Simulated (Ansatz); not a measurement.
# [CH3···H···CH3], doublet: transfer scan

Starting geometry:

```json
{"atom": "C", "x (Å)": "-1.3614", "y (Å)": "0.0000", "z (Å)": "0.0000"}
{"atom": "H", "x (Å)": "-1.7246", "y (Å)": "1.0273", "z (Å)": "0.0000"}
{"atom": "H", "x (Å)": "-1.7246", "y (Å)": "-0.5137", "z (Å)": "0.8897"}
{"atom": "H", "x (Å)": "-1.7246", "y (Å)": "-0.5137", "z (Å)": "-0.8897"}
{"atom": "H", "x (Å)": "-0.2717", "y (Å)": "0.0000", "z (Å)": "0.0000"}
{"atom": "C", "x (Å)": "1.4526", "y (Å)": "0.0000", "z (Å)": "0.0000"}
{"atom": "H", "x (Å)": "1.4526", "y (Å)": "-1.0800", "z (Å)": "0.0000"}
{"atom": "H", "x (Å)": "1.4526", "y (Å)": "0.5400", "z (Å)": "0.9353"}
{"atom": "H", "x (Å)": "1.4526", "y (Å)": "0.5400", "z (Å)": "-0.9353"}
```

From there H5 is moved from one fragment to the other while all else, the fragments' distance too, stays fixed; atoms are numbered as listed. Energies are in eV, counted from the starting geometry at the same level.

Basis cc-pVDZ; Ansatz 0.2.0. Correlated methods freeze the noble-gas cores. Prefix R: restricted or restricted open-shell reference; prefix U: unrestricted. Active spaces: frontier = (9e, 9o) about the gap.

For open shells CISD is restricted-active-space CI with the open shells as a complete middle space. Runs in a small pair space aren't shown, since their orbitals change along the scan. A value is left out where its run failed or describes another state than the reference as far as symmetry and spin tell, or, spin-broken singlets apart, can't be checked.

Full CI isn't at hand for all of this; UCCSDT(Q) serves as the reference, and is uncertain by about the last step of the cluster series. The frozen core follows each run's orbitals, which can shift R against U totals by a few meV.

```
distance C1-H5 (Å)  UCCSDT(Q)  error RMP2  error UMP2  error CISD  error UCCSD  error BCCD(T)  error CASSCF (frontier space)
             1.090      0.000       0.000       0.000       0.000        0.000          0.000                          0.000
             1.180      0.115       0.012       0.015       0.041        0.013          0.002                          0.035
             1.361      0.625       0.021       0.068       0.155        0.046          0.006                          0.138
             1.543      0.917      -0.002       0.068       0.173        0.052          0.007                              –
             1.724      1.074       0.005       0.003       0.062        0.024          0.003                          0.227
```

Errors are those of relative energies. In total energy the starting point itself misses UCCSDT(Q) by: RMP2 1.457, UMP2 1.463, CISD 1.092, UCCSD 0.228, BCCD(T) 0.032, CASSCF (frontier space) 7.438 eV.

Spread of the error over the points with a reference, to 1.724 Å (largest less smallest): BCCD(T) 0.007, RMP2 0.023, UCCSD 0.052, UMP2 0.068, CISD 0.173, CASSCF (frontier space) 0.227 (4 of 5 points) eV.
